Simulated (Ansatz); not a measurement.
C₂H₃⁺. Charge 1, multiplicity 3. Geometry PBE0-D4/def2-TZVP; atoms count from 1.

```xyz
5

C     0.1055   -0.4075    0.2938
C    -0.1413    0.8818   -0.1530
H    -0.3746    1.3776   -1.0936
H     0.3158   -0.5941    1.3489
H     0.0946   -1.2578   -0.3961
```

At PBE0-D4/def2-TZVP a singlet of charge 1 lies 1.74 eV below the triplet, each at its own geometry. The structure comes from a short search, and lower isomers may exist.

**Question.** Estimate the Mulliken populations from the PBE0/def2-TZVP orbitals of Ansatz.

**Answer.** 
```
atom  charge (e)  spin (α − β)
  C1        0.02          0.50
  C2        0.17          1.45
  H3        0.28         -0.01
  H4        0.27          0.01
  H5        0.26          0.04
```
Mulliken values depend strongly on the basis.

**Question.** Where does the spin sit?

**Answer.** Summed by element: C 1.95, H 0.05, of 2 unpaired in all. Largest on single atoms: C2 1.45, C1 0.50, H5 0.04.

**Question.** And the Mayer bond orders between heavy atoms (over 0.3)?

**Answer.** C1–C2 1.55 (1.39 Å).
